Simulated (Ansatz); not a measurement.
This script makes the interaction energy of a dimer with the counterpoise correction of CH2F2, SMILES FCF with Ansatz 0.2.0 through its Python package.

`run_dimer.py`
```python
"""Interaction energy of two CH2F2 molecules, with the counterpoise correction."""

import ansatz as az

BASIS = "def2-SVP"
FUNCTIONAL = "PBE"
DISPERSION = "d4"

FIRST = [
    ("F", (-1.0368, 0.1996, 0.7387)),
    ("C", (-0.0215, 0.0029, -0.072)),
    ("F", (1.0192, -0.1733, 0.7254)),
    ("H", (-0.1183, -0.8907, -0.6568)),
    ("H", (0.1573, 0.8614, -0.7352)),
]
SECOND = [
    ("F", (4.1083, 0.3487, 1.3926)),
    ("C", (4.0413, -0.047, 0.1413)),
    ("F", (3.1506, -1.0251, 0.1428)),
    ("H", (3.668, 0.7107, -0.5192)),
    ("H", (5.0056, -0.4207, -0.2319)),
]

def energy(atoms, ghosts=()):
    molecule = az.Crystal.molecule()
    for symbol, xyz in atoms:
        molecule = molecule.atom(symbol, xyz)
    calc = (
        molecule.calculation()
        .basis(gaussian=BASIS)
        .functional(FUNCTIONAL, dispersion=DISPERSION)
    )
    deck = calc.input()
    if ghosts:
        deck = deck.set(az.key.basis.gaussian.ghost_atoms, [{"symbol": s, "position_ang": list(xyz)} for s, xyz in ghosts])
    return az.Session.from_dict(deck).plan().execute().report["free_energy_ev"]

# monomers in their own basis and in the basis of the dimer
both = energy(FIRST + SECOND)
alone = energy(FIRST) + energy(SECOND)
ghosted = energy(FIRST, SECOND) + energy(SECOND, FIRST)
print(f"dimer {both:.6f} eV")
print(f"interaction, uncorrected   {23.060548 * (both - alone):8.3f} kcal/mol")
print(f"interaction, counterpoise  {23.060548 * (both - ghosted):8.3f} kcal/mol")
print(f"basis-set superposition    {23.060548 * (alone - ghosted):8.3f} kcal/mol")
```

How large is the interaction at this pose, and how much of it is basis-set superposition?

Uncorrected it is 0.678 kcal/mol, with the counterpoise correction 3.373 kcal/mol; the difference, 2.70 kcal/mol, is the superposition error. In this basis both values are repulsive.

The run itself:

`python run_dimer.py` gives:
```text
dimer -12982.546050 eV
interaction, uncorrected      0.678 kcal/mol
interaction, counterpoise     3.373 kcal/mol
basis-set superposition       2.695 kcal/mol
```

Total energies depend on the basis set; only differences at equal settings carry meaning. The dimer is a generated trial pose of unrelaxed monomers, not a minimum, so the figure is no binding energy, and the basis set is small. Wall time of the script: 12 s on 1 thread of Intel(R) Xeon(R) Platinum 8259CL CPU @ 2.50GHz (Skylake/Cascade Lake), on a shared host, peak memory 0.19 GiB.
